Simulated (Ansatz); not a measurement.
A nudged elastic band was laid between two geometries of C₂H₂NO (6 atoms, charge 0, multiplicity 2).

These are results of Ansatz 0.2.0, UKS PBE0/def2-SVP, not measurements.

```json
{
 "movable images": "5",
 "climbing image": "yes",
 "spring": "5.0 eV/Å²",
 "optimiser": "quadratic models (default)",
 "start path": "IDPP",
 "force threshold": "0.05 eV/Å",
 "iteration limit": "60",
 "end points": "relaxed"
}
```

Image 0:

```xyz
6
Properties=species:S:1:pos:R:3
N 0.540 -2.182 0.798
C 0.348 -1.101 0.391
C 0.169 0.188 -0.100
O -1.062 0.719 -0.133
H 1.025 0.766 -0.458
H -1.018 1.610 -0.497
```

Image 6:

```xyz
6
Properties=species:S:1:pos:R:3
N 0.198 -2.017 0.782
C 0.290 -0.938 0.334
C 0.374 0.346 -0.194
O -0.692 1.139 -0.356
H 1.322 0.782 -0.509
H -1.492 0.687 -0.057
```

Question: What changes between the two ends?

Answer: No bond is made or broken. The dihedral C2–C3–O4–H6 goes from -180 to 0°.

Question: Give the energies along the band, and the barrier.

Answer: The forces met the threshold. The highest image is number 3 of 0 to 6, 5.2 kcal/mol above the first end and 6.8 kcal/mol above the last; the last end lies 1.6 kcal/mol below the first. A vibrational analysis at the climbing image gives one clearly imaginary mode, 516i cm⁻¹: a first-order saddle point.

```tsv
image	path coordinate (Å)	energy (kcal/mol)	dihedral C2–C3–O4–H6 (°)
0	0.00	0.0	-180
1	0.33	1.0	-152
2	0.66	3.5	-124
3	0.99	5.2	-94
4	1.29	3.4	-63
5	1.60	0.0	-31
6	1.91	-1.6	0
```

Question: What is the geometry of the highest image?

Answer: 
```xyz
6
Properties=species:S:1:pos:R:3:forces:R:3
N 0.229 -2.244 0.377 -0.01 0.00 0.01
C 0.261 -1.085 0.219 0.01 -0.01 -0.02
C 0.309 0.295 0.002 0.02 -0.01 0.01
O -0.768 1.069 0.233 -0.01 0.00 -0.01
H 1.260 0.771 -0.263 -0.01 0.00 0.00
H -1.292 1.193 -0.569 0.00 0.01 0.00
```

Question: What are the harmonic wavenumbers there?

Answer: 516i, 235, 396, 554, 635, 1015, 1112, 1273, 1440, 2218, 3187, 3817 cm⁻¹.

The band took 6 iterations and about 80 core-seconds.

Run time: 81 s on 1 thread of Intel(R) Xeon(R) Platinum 8488C (Sapphire Rapids), on a shared host, peak memory 0.16 GiB.
